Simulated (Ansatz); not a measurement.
fcc Pt

The numbers are results of r²SCAN in Ansatz (plane waves, PAW), not measurements.

Run with plane-wave cutoff 560 eV, 24×24×24 k mesh, Fermi–Dirac smearing 0.05 eV, scalar-relativistic PAW data made under PBE.

Cell (relaxed at this level):

```cif
data_Pt
_chemical_formula_sum 'Pt1'
_space_group_name_H-M_alt 'P 1'
_space_group_IT_number 1
_cell_length_a 2.78622
_cell_length_b 2.78622
_cell_length_c 2.78622
_cell_angle_alpha 60.000
_cell_angle_beta 60.000
_cell_angle_gamma 60.000
loop_
_space_group_symop_operation_xyz
  'x, y, z'
loop_
_atom_site_label
_atom_site_type_symbol
_atom_site_fract_x
_atom_site_fract_y
_atom_site_fract_z
_atom_site_occupancy
Pt1 Pt 0.00000 0.00000 0.00000 1
```

```
Item                                               Result
------------------------------------------  -------------
bulk modulus B0                                   271 GPa
band gap                                    zero (no gap)
pressure derivative B′ of the bulk modulus            5.5
```

Measured, for comparison: bulk modulus 289 GPa (corrected for temperature and zero-point phonon effects; as tabulated in Levämäki et al. (2014), arXiv:1402.3671). Computed (rounded) less measured: bulk modulus -6 %.

Spin–orbit coupling is not included.

Static lattice: no zero-point or thermal effects.

Cost on a shared machine: about 90 core-seconds (a rough figure).

Ansatz is a program for electronic structure.
